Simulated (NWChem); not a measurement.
System meant: NO anion, triplet

Here is an NWChem input.

```
start job
memory heap 200 mb stack 900 mb global 1100 mb
charge -1
geometry units angstroms noautoz
  N      0.000000     0.000000    -0.679222
  O      0.000000     0.000000     0.592909
end
basis spherical
  N library def2-svp
  O library def2-svp
end
dft
  odft
  mult 4
  xc xpbe96 cpbe96
  iterations 150
  mulliken
end
task dft energy
```

End of the output:

```
 ==============================================================================
                                internuclear distances
 ------------------------------------------------------------------------------
       center one      |      center two      | atomic units |  angstroms
 ------------------------------------------------------------------------------
    2 O                |   1 N                |     2.40398  |     1.27213
 ------------------------------------------------------------------------------
                         number of included internuclear distances:          1
 ==============================================================================

 Summary of "ao basis" -> "" (spherical)
 ------------------------------------------------------------------------------
       Tag                 Description            Shells   Functions and Types
 ---------------- ------------------------------  ------  ---------------------
 N                          def2-svp                 6       14   3s2p1d
 O                          def2-svp                 6       14   3s2p1d

  pbe96 is a nonlocal functional; adding pw91lda local functional.

                                 NWChem DFT Module
                                 -----------------

 Summary of "ao basis" -> "ao basis" (spherical)
 ------------------------------------------------------------------------------
       Tag                 Description            Shells   Functions and Types
 ---------------- ------------------------------  ------  ---------------------
 N                          def2-svp                 6       14   3s2p1d
 O                          def2-svp                 6       14   3s2p1d

      Symmetry analysis of basis
      --------------------------

        a1         12
        a2          0
        b1          2
        b2          2
        e          12

  number of electrons :                   16
  multiplicity        :                    4
 ------------------------------------------------------------------------
  no. of electrons and multiplicity not compatible                  16
 ------------------------------------------------------------------------
 ------------------------------------------------------------------------
  current input line :
    19: task dft energy
 ------------------------------------------------------------------------
 ------------------------------------------------------------------------
 There is an error in the input file
 ------------------------------------------------------------------------
 For more information see the NWChem manual at https://nwchemgit.github.io

0: no. of electrons and multiplicity not compatible:Received an Error in Communication
```

Question: What is wrong, and how is it mended?

Answer: The program refused the input. Cause: the multiplicity doesn't fit the number of electrons (an even count wants an odd multiplicity, and the reverse). This input runs:
```
start job
memory heap 200 mb stack 900 mb global 1100 mb
charge -1
geometry units angstroms noautoz
  N      0.000000     0.000000    -0.679222
  O      0.000000     0.000000     0.592909
end
basis spherical
  N library def2-svp
  O library def2-svp
end
dft
  odft
  mult 3
  xc xpbe96 cpbe96
  iterations 150
  mulliken
end
task dft energy
```
It converges to -129.62912 Ha (PBE/def2-SVP, spin-unrestricted).
